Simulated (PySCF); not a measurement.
**Calculated properties of 2-chloroethyl ethyl ether, `CCOCCCl`**

Compound: 2-chloroethyl ethyl ether, C₄H₉ClO.
Bonds: C1–C2, C2–O3, O3–C4, C4–C5, C5–Cl6. Hydrogens: H7, H8, H9 on C1; H10, H11 on C2; H12, H13 on C4; H14, H15 on C5.

Some functional groups and rings: ether and C–Cl bond.

From GFN2-xTB geometry:

```
Point group of the GFN2-xTB geometry                  : C1
Rotational constants A, B, C of the GFN2-xTB geometry : 9.519, 0.986, 0.935 GHz
```

PBE0/def2-SVPD ground state and vertical TDDFT (core frozen in the response) (PySCF):

```
Dipole moment                                                     : 2.11 D
HOMO energy                                                       : -7.73 eV
LUMO energy                                                       : 0.54 eV
HOMO–LUMO gap                                                     : 8.27 eV
Lowest singlet excitation                                         : 7.03 eV (176 nm, f = 0.009)
Strongest line among the 6 lowest singlet transitions             : S6 at 7.91 eV (157 nm, f = 0.015)
Lowest triplet excitation (Tamm–Dancoff)                          : 6.75 eV
Static isotropic polarisability                                   : 69.9 au
Electronic spatial extent ⟨r²⟩ about the centre of nuclear charge : 1196 bohr²
```

From PBE0/pcSseg-1 ground state and GIAO shieldings, non-relativistic (PySCF):

```
Lowest Hirshfeld atomic charge                              : -0.14 e on O3
Highest Hirshfeld atomic charge                             : +0.05 e on H7/H10/H14/H15
13C chemical shifts (computed TMS as zero) by class         : 73.5 (C4), 70.6 (C2), 47.2 (C5), 15.5 (C1) ppm
1H chemical shifts (computed TMS as zero) by class          : 3.88 (H10/H11), 3.61 (H14/H15), 3.53 (H12/H13), 1.23 (H7/H8/H9) ppm
Isotropic shieldings of nuclei other than C and H, by class : 284 (O3), 908 (Cl6) ppm
Mayer bond orders between heavy atoms                       : C1–C2 1.05, C2–O3 0.92, O3–C4 0.92, C4–C5 1.02, C5–Cl6 0.98
```

Monoisotopic mass (most abundant isotopes): 108.0342 u.

The principal polarisabilities are 60.1, 63.3 and 86.2 au; their mean is the isotropic value. S1 lies 1.24 eV below the HOMO–LUMO gap; its leading configuration is HOMO→LUMO, weight 0.97. With B = h/(8π²I), that is 505.379 GHz u Å² over I, the principal moments of inertia are 53.1, 512.3 and 540.8 u Å² (most abundant isotopes). The vertical singlet–triplet gap S1 − T1 is 0.28 eV (TDDFT singlet less Tamm–Dancoff triplet; S1: HOMO→LUMO, weight 0.97; T1: HOMO−1→LUMO, weight 0.44, beside HOMO→LUMO, weight 0.25).

Isolated species at its GFN2-xTB geometry (one conformer only). NMR classes are plain means over equivalent atoms (diastereotopic ones count apart unless rotation or inversion swaps them), as if these changed places fast; in this geometry the members of some classes differ.

For the TDDFT job (PBE0/def2-SVPD), time: 21 s of wall time; peak memory 0.83 GiB. Hardware: one thread, Arm Neoverse V2 (aarch64), no GPU, on a shared host.

Shape of the structure used: `[CH3:1][CH2:2][O:3][CH2:4][CH2:5][Cl:6]`: C1–C2–O3–C4 71°, C2–O3–C4–C5 172°, O3–C4–C5–Cl6 180°.
